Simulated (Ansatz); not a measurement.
**Nudged elastic band run: AlH6NS**

The input (input.yaml):

```yaml
crystal:
  periodic: [false, false, false]
  atoms:
    - { symbol: Al, position_ang: [-0.39717, -0.783082, -0.421027] }
    - { symbol: "N", position_ang: [-0.327501, 1.154462, 0.34451] }
    - { symbol: H, position_ang: [-1.236021, -0.496554, -1.763315] }
    - { symbol: H, position_ang: [-1.015434, -1.57726, 0.837128] }
    - { symbol: H, position_ang: [0.307795, 1.71415, -0.240317] }
    - { symbol: S, position_ang: [1.802161, -1.117588, -0.811815] }
    - { symbol: H, position_ang: [-1.242557, 1.625025, 0.358304] }
    - { symbol: H, position_ang: [0.050162, 1.172888, 1.300825] }
    - { symbol: H, position_ang: [2.058366, -1.692039, 0.395808] }
basis:
  gaussian: { orbitals: "6-31G*" }
hamiltonian:
  xc: pbe
  dispersion: d4
neb:
  order_check: false
  images: 5
  f_tol: 0.05
  max_iterations: 60
  final_atoms:
    - { symbol: Al, position_ang: [-0.41570518, -0.79807512, -0.36975827] }
    - { symbol: "N", position_ang: [-0.33334721, 1.15871291, 0.36300093] }
    - { symbol: H, position_ang: [-1.39198474, -0.5773302, -1.62818206] }
    - { symbol: H, position_ang: [-0.86966198, -1.60503433, 0.94768251] }
    - { symbol: H, position_ang: [0.62371688, 1.4934403, 0.18649795] }
    - { symbol: S, position_ang: [1.75318861, -1.05064986, -0.96251587] }
    - { symbol: H, position_ang: [-0.98504183, 1.79254656, -0.11586233] }
    - { symbol: H, position_ang: [-0.51113021, 1.22443475, 1.37281] }
    - { symbol: H, position_ang: [2.12976666, -1.638043, 0.20642813] }
  initial_path:
    images:
      - { positions_ang: [[-0.39717, -0.783082, -0.421027], [-0.327501, 1.154462, 0.34451], [-1.236021, -0.496554, -1.763315], [-1.015434, -1.57726, 0.837128], [0.307795, 1.71415, -0.240317], [1.802161, -1.117588, -0.811815], [-1.242557, 1.625025, 0.358304], [0.050162, 1.172888, 1.300825], [2.058366, -1.692039, 0.395808]] }
      - { positions_ang: [[-0.53321405, -0.80111601, -0.42001262], [-0.33957804, 1.15606319, 0.39395856], [-1.35070056, -0.60864645, -1.75734558], [-1.04099099, -1.68741997, 0.77553041], [0.47254491, 1.37754593, -0.15450694], [1.79572891, -0.92373098, -0.81870559], [-1.01271454, 1.76174531, 0.24563537], [-0.05254557, 1.22719882, 1.36217156], [2.06127091, -1.50163784, 0.37337582]] }
      - { positions_ang: [[-0.66925811, -0.81915003, -0.41899825], [-0.35165507, 1.15766438, 0.44340713], [-1.46538011, -0.72073889, -1.75137616], [-1.06654798, -1.79757993, 0.71393283], [0.63729483, 1.04094186, -0.06869688], [1.78929683, -0.72987396, -0.82559617], [-0.78287207, 1.89846563, 0.13296673], [-0.15525314, 1.28150963, 1.42351812], [2.06417583, -1.31123669, 0.35094365]] }
      - { positions_ang: [[-0.80530216, -0.83718404, -0.41798387], [-0.36373211, 1.15926557, 0.49285569], [-1.58005967, -0.83283134, -1.74540674], [-1.09210496, -1.9077399, 0.65233524], [0.80204474, 0.70433778, 0.01711319], [1.78286474, -0.53601694, -0.83248676], [-0.55302961, 2.03518594, 0.0202981], [-0.25796071, 1.33582045, 1.48486468], [2.06708074, -1.12083553, 0.32851147]] }
      - { positions_ang: [[-0.6754365, -0.82414774, -0.40190867], [-0.35360381, 1.15908135, 0.44957077], [-1.51736803, -0.74766429, -1.70633184], [-1.0179573, -1.80683804, 0.75078433], [0.74260212, 0.96737196, 0.07357477], [1.7729727, -0.70756125, -0.87582979], [-0.69703368, 1.95430615, -0.02508871], [-0.34235054, 1.29869188, 1.44751312], [2.08797605, -1.29323802, 0.28781703]] }
      - { positions_ang: [[-0.54557084, -0.81111143, -0.38583347], [-0.34347551, 1.15889713, 0.40628585], [-1.45467639, -0.66249725, -1.66725695], [-0.94380964, -1.70593619, 0.84923342], [0.6831595, 1.23040613, 0.13003636], [1.76308065, -0.87910555, -0.91917283], [-0.84103776, 1.87342636, -0.07047552], [-0.42674038, 1.26156331, 1.41016156], [2.10887135, -1.46564051, 0.24712258]] }
      - { positions_ang: [[-0.41570518, -0.79807512, -0.36975827], [-0.33334721, 1.15871291, 0.36300093], [-1.39198474, -0.5773302, -1.62818206], [-0.86966198, -1.60503433, 0.94768251], [0.62371688, 1.4934403, 0.18649795], [1.75318861, -1.05064986, -0.96251587], [-0.98504183, 1.79254656, -0.11586233], [-0.51113021, 1.22443475, 1.37281], [2.12976666, -1.638043, 0.20642813]] }
```

Run as:

```bash
$ ansatz run input.yaml --threads 1 --pin off --max-ram 2048MiB --backend cpu --events-out ev --progress --plain --runs-dir out
```

Output, in part (warnings, iteration lines, the closing report on the highest movable image, with atoms numbered from 0):

```
NEB end point (image 0): max|allowed force component| = 2.091e-2 eV/Å (the criterion of neb.relax_end_points is 1.000e-2)
NEB end point (image 6): max|allowed force component| = 2.371e-2 eV/Å (the criterion of neb.relax_end_points is 1.000e-2)
NEB iter   1: max|band force component| = 6.354e0 eV/Å  barrier→ = 1.4232 eV  barrier← = 1.4164 eV  Δτ_max = 0.1963 Å  (176 SCF iters)
NEB iter   2: max|band force component| = 1.925e0 eV/Å  barrier→ = 0.7978 eV  barrier← = 0.7911 eV  Δτ_max = 0.2000 Å  (140 SCF iters)
NEB iter   3: max|band force component| = 1.980e0 eV/Å  barrier→ = 0.5026 eV  barrier← = 0.4959 eV  Δτ_max = 0.0999 Å  (141 SCF iters)
NEB iter   4: max|band force component| = 1.030e0 eV/Å  barrier→ = 0.2296 eV  barrier← = 0.2229 eV  Δτ_max = 0.1420 Å  (130 SCF iters)
NEB iter   5: max|band force component| = 1.190e0 eV/Å  barrier→ = 0.1369 eV  barrier← = 0.1302 eV  Δτ_max = 0.1825 Å  (131 SCF iters)
NEB iter   6: max|band force component| = 1.214e0 eV/Å  barrier→ = 0.0786 eV  barrier← = 0.0719 eV  Δτ_max = 0.1524 Å  (128 SCF iters)
NEB iter   7: max|band force component| = 8.746e-1 eV/Å  barrier→ = 0.0468 eV  barrier← = 0.0401 eV  Δτ_max = 0.1983 Å  (129 SCF iters)
NEB iter   8: max|band force component| = 2.450e-1 eV/Å  barrier→ = 0.0141 eV  barrier← = 0.0074 eV  CI = image 3  Δτ_max = 0.1525 Å  (128 SCF iters)
NEB iter   9: max|band force component| = 1.947e-1 eV/Å  barrier→ = 0.0090 eV  barrier← = 0.0023 eV  CI = image 3  Δτ_max = 0.0350 Å  (122 SCF iters)
NEB iter  10: max|band force component| = 8.241e-2 eV/Å  barrier→ = 0.0059 eV  barrier← = -0.0008 eV  CI = image 3  Δτ_max = 0.0949 Å  (125 SCF iters)
NEB iter  11: max|band force component| = 1.109e-1 eV/Å  barrier→ = 0.0057 eV  barrier← = -0.0010 eV  CI = image 5  Δτ_max = 0.0448 Å  (125 SCF iters)
NEB iter  12: max|band force component| = 2.372e-2 eV/Å  barrier→ = 0.0063 eV  barrier← = -0.0004 eV  CI = image 5  Δτ_max = 0.0000 Å  (254 SCF iters)
Total energy: -19010.37256531 eV, -698.6183060820 hartree
Atom 0 at    -0.418589    -0.790911    -0.389581 Å, force    -0.003819    -0.010008     0.023533 eV/Å
Atom 1 at    -0.329838     1.154656     0.375269 Å, force    -0.002760     0.020278     0.005801 eV/Å
Atom 2 at    -1.380841    -0.541967    -1.654058 Å, force     0.009995    -0.000146    -0.001798 eV/Å
Atom 3 at    -0.890924    -1.609359     0.914705 Å, force    -0.005527    -0.002490    -0.003338 eV/Å
Atom 4 at     0.616647     1.506786     0.173951 Å, force     0.001783    -0.003185    -0.007226 eV/Å
Atom 5 at     1.755182    -1.056788    -0.955123 Å, force     0.011767     0.003245    -0.018219 eV/Å
Atom 6 at    -1.005367     1.790076    -0.067905 Å, force     0.000398    -0.001510     0.005246 eV/Å
Atom 7 at    -0.471257     1.201087     1.392147 Å, force     0.000150    -0.008570    -0.008514 eV/Å
Atom 8 at     2.124787    -1.653578     0.210695 Å, force    -0.011988     0.002386     0.004515 eV/Å
Dipole moment:    -0.246476     1.035561     0.682987 e Å
```

The forces met the threshold. The highest image is an end point: on this band no image between the ends rises above it.

Final band:

| image | path coordinate (Å) | energy (kJ/mol) |
| --- | --- | --- |
| 0 | 0.00 | 0.0 |
| 1 | 0.20 | 0.1 |
| 2 | 0.40 | 0.2 |
| 3 | 0.60 | 0.4 |
| 4 | 0.80 | 0.5 |
| 5 | 1.00 | 0.6 |
| 6 | 1.08 | 0.6 |

The run took 67 s on 1 CPU thread of a shared host.
